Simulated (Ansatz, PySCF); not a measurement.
The pair A = CH4 (SMILES C) (first 5 atoms), B = C2H6 (SMILES CC); geometry from A24 set.
(charge 0, multiplicity 1):
```xyz
13

C      0.0000     0.0000    -2.8581
H      0.3930    -0.9471    -2.4937
H      0.6237     0.8139    -2.4937
H     -1.0168     0.1332    -2.4937
H      0.0000     0.0000    -3.9463
C      0.0000     0.0000     0.7614
C      0.0000     0.0000     2.2882
H     -0.6171    -0.8082     0.3657
H     -0.3914     0.9386     0.3657
H      1.0085    -0.1303     0.3657
H     -1.0089     0.1303     2.6826
H      0.3916    -0.9389     2.6826
H      0.6173     0.8086     2.6826
```

Frozen-core correlation. Rows in 6-31G* carry no dispersion term and start afresh at each structure (6-31G* with six Cartesian d functions).

Run with Ansatz (an electronic-structure program); PySCF for 6-31G* rows. Each number belongs to the level named beside it.

Total energies (hartree), monomers frozen at their geometry in the pair:

```csv
structure,HF/6-31G*,HF/aug-cc-pVDZ,CCSD(T)/aug-cc-pVDZ
AB,-119.4230868,-119.4364055,-119.9942326
A in the pair's basis,-40.1952061,-40.1998537,-40.3958766
B in the pair's basis,-79.2287428,-79.2374016,-79.5975956
A,-40.1951123,-40.1996285,-40.3952921
B,-79.2286318,-79.2372754,-79.5970865
```

### Question
Work out the interaction energy without and with the counterpoise correction, and the superposition error, for each level.

### Answer

E(AB) − E(A) − E(B), times 627.509 kcal/mol, with the monomers in their own basis and then in the pair's basis:
- HF/6-31G*: 0.41 uncorrected, 0.54 corrected; the monomers gain 0.13 kcal/mol from borrowed functions
- HF/aug-cc-pVDZ: 0.31 uncorrected, 0.53 corrected; the monomers gain 0.22 kcal/mol from borrowed functions
- CCSD(T)/aug-cc-pVDZ: -1.16 uncorrected, -0.48 corrected; the monomers gain 0.69 kcal/mol from borrowed functions
